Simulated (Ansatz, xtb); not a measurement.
**Two conformers of C4H8O**

Structure a is `CCC(C)=O`, a singlet and structure b is `CCC(C)=O`, a singlet. Both are isolated molecules in the gas phase, relaxed with B3LYP-D3(BJ)/def2-SVP.

a (Å):

```tsv
atom	x (Å)	y (Å)	z (Å)
C	-0.8885	0.3235	-0.0061
C	-1.2161	1.7722	-0.3974
C	-2.5533	1.8408	-1.1256
C	-3.7779	2.1160	-0.2752
O	-2.6276	1.6521	-2.3194
H	-1.6434	-0.0921	0.6811
H	0.0894	0.2635	0.4955
H	-0.8558	-0.3166	-0.9008
H	-1.2325	2.4126	0.4999
H	-0.4458	2.1547	-1.0846
H	-3.7360	3.1517	0.1034
H	-4.6901	1.9814	-0.8708
H	-3.7985	1.4563	0.6078
```

b (Å):

```yaml
atoms:
  - { symbol: C, position_ang: [-1.0959, 1.3115, 0.2348] }
  - { symbol: C, position_ang: [-0.5565, 0.3197, -0.7870] }
  - { symbol: C, position_ang: [-1.6393, -0.5216, -1.4503] }
  - { symbol: C, position_ang: [-1.1718, -1.5255, -2.4879] }
  - { symbol: O, position_ang: [-2.8095, -0.3956, -1.1653] }
  - { symbol: H, position_ang: [-1.6403, 0.7906, 1.0363] }
  - { symbol: H, position_ang: [-1.8052, 2.0097, -0.2337] }
  - { symbol: H, position_ang: [-0.2805, 1.8947, 0.6885] }
  - { symbol: H, position_ang: [0.1724, -0.3752, -0.3300] }
  - { symbol: H, position_ang: [0.0078, 0.8311, -1.5887] }
  - { symbol: H, position_ang: [-0.4504, -2.2309, -2.0433] }
  - { symbol: H, position_ang: [-2.0330, -2.0774, -2.8862] }
  - { symbol: H, position_ang: [-0.6487, -1.0099, -3.3103] }
```

Problem. Estimate which is lower in electronic energy at CCSD(T)/def2-SVP + ΔMP2/def2-TZVPP, and by roughly how much.

Solution. The CCSD(T)/def2-SVP + ΔMP2/def2-TZVPP calculation puts structure b lower, by 0.050 eV.

How the difference moves with the method:

```json
{"level": "B3LYP-D3(BJ)/def2-SVP", "geometry": "B3LYP-D3(BJ)/def2-SVP", "E(b) − E(a) (eV)": "−0.077", "departure from the last row (eV)": "−0.026", "job, with rough time for the two": "optimisation, 3.1 min"}
{"level": "HF/def2-SVP", "geometry": "B3LYP-D3(BJ)/def2-SVP", "E(b) − E(a) (eV)": "−0.082", "departure from the last row (eV)": "−0.032", "job, with rough time for the two": "part of the CCSD(T) run"}
{"level": "MP2/def2-SVP", "geometry": "B3LYP-D3(BJ)/def2-SVP", "E(b) − E(a) (eV)": "−0.076", "departure from the last row (eV)": "−0.026", "job, with rough time for the two": "part of the CCSD(T) run"}
{"level": "CCSD(T)/def2-SVP", "geometry": "B3LYP-D3(BJ)/def2-SVP", "E(b) − E(a) (eV)": "−0.078", "departure from the last row (eV)": "−0.028", "job, with rough time for the two": "single point"}
{"level": "CCSD(T)/def2-SVP + ΔMP2/def2-TZVPP", "geometry": "B3LYP-D3(BJ)/def2-SVP", "E(b) − E(a) (eV)": "−0.050", "departure from the last row (eV)": "", "job, with rough time for the two": "single point, 83 s"}
```

None of the levels shown reverses the order. The largest departure from CCSD(T)/def2-SVP + ΔMP2/def2-TZVPP is that of HF/def2-SVP, 0.032 eV. A small imaginary or near-zero mode remains, so no thermal terms are given. Levels run at GFN2-xTB geometries aren't shown. The last row adds to CCSD(T) the change of the MP2 difference between the two basis sets, here +0.028 eV.

The correlated steps freeze 5 core orbitals. Codes used: Ansatz 0.2.0; the last row on 2 threads of AMD EPYC (Zen 3) on a shared host.
